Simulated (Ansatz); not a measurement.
Relaxation of CH9NSi (12 atoms, charge 0, multiplicity 1), to a largest force component of 0.03 eV/Å in at most 50 steps.

Method: RKS PBE0/6-31G* in Ansatz.

```xyz
12
Properties=species:S:1:pos:R:3:forces:R:3
Si 0.384 -0.372 -0.662 0.57 -0.88 0.14
H -0.201 0.318 1.862 -0.74 1.30 0.04
H 1.641 0.167 -1.256 0.01 0.00 -0.03
C -0.680 1.136 -0.261 -0.03 0.00 -0.04
H -1.652 0.891 0.178 -0.03 0.00 0.01
H -0.188 1.880 0.373 0.02 -0.01 0.00
H -0.871 1.614 -1.233 -0.01 -0.01 0.02
H -0.377 -1.152 -1.682 0.00 0.01 0.02
N 0.953 -1.590 0.508 -0.26 0.51 -1.06
H 0.282 -2.210 0.940 -0.01 0.00 0.01
H 1.665 -1.317 1.170 0.05 -0.01 0.04
H 0.108 -0.254 2.142 0.45 -0.90 0.85
```

Problem. Where does it end, and by what steps?

Solution. The run converged. The force dipped under the threshold on the way, but the program's further checks kept it going. After 15 steps the energy has fallen by 0.473 eV; H2 moved furthest, 1.63 Å.

```json
{"step": "0", "energy less start (eV)": "0.0000", "largest force component (eV/Å)": "1.304", "accepted": "yes"}
{"step": "1", "energy less start (eV)": "-0.2030", "largest force component (eV/Å)": "0.426", "accepted": "yes"}
{"step": "2", "energy less start (eV)": "-0.3036", "largest force component (eV/Å)": "0.442", "accepted": "yes"}
{"step": "3", "energy less start (eV)": "-0.3828", "largest force component (eV/Å)": "0.185", "accepted": "yes"}
{"step": "4", "energy less start (eV)": "-0.4227", "largest force component (eV/Å)": "0.146", "accepted": "yes"}
{"step": "5", "energy less start (eV)": "-0.4439", "largest force component (eV/Å)": "0.123", "accepted": "yes"}
{"step": "6", "energy less start (eV)": "-0.4561", "largest force component (eV/Å)": "0.099", "accepted": "yes"}
{"step": "7", "energy less start (eV)": "-0.4652", "largest force component (eV/Å)": "0.135", "accepted": "yes"}
{"step": "8", "energy less start (eV)": "-0.4699", "largest force component (eV/Å)": "0.037", "accepted": "yes"}
{"step": "9", "energy less start (eV)": "-0.4721", "largest force component (eV/Å)": "0.020", "accepted": "yes"}
{"step": "10", "energy less start (eV)": "-0.4728", "largest force component (eV/Å)": "0.022", "accepted": "yes"}
{"step": "11", "energy less start (eV)": "-0.4731", "largest force component (eV/Å)": "0.033", "accepted": "yes"}
{"step": "12", "energy less start (eV)": "-0.4674", "largest force component (eV/Å)": "0.588", "accepted": "no"}
{"step": "13", "energy less start (eV)": "-0.4732", "largest force component (eV/Å)": "0.030", "accepted": "yes"}
{"step": "14", "energy less start (eV)": "-0.4734", "largest force component (eV/Å)": "0.014", "accepted": "yes"}
{"step": "15", "energy less start (eV)": "-0.4735", "largest force component (eV/Å)": "0.020", "accepted": "yes"}
```

```xyz
12
Properties=species:S:1:pos:R:3
Si 0.429 -0.416 -0.947
H -0.239 0.095 3.477
H 1.696 0.040 -1.589
C -0.621 1.098 -0.559
H -1.573 0.820 -0.093
H -0.103 1.783 0.122
H -0.849 1.651 -1.479
H -0.334 -1.282 -1.894
N 0.893 -1.422 0.387
H 0.218 -2.012 0.852
H 1.622 -1.129 1.022
H -0.079 -0.116 2.781
```

Whether the end is a true minimum wasn't checked by a vibrational analysis.

Run time: 22 s on 1 thread of AMD EPYC 9R45 96-Core Processor (Zen 5) (shared host), peak memory 0.16 GiB.
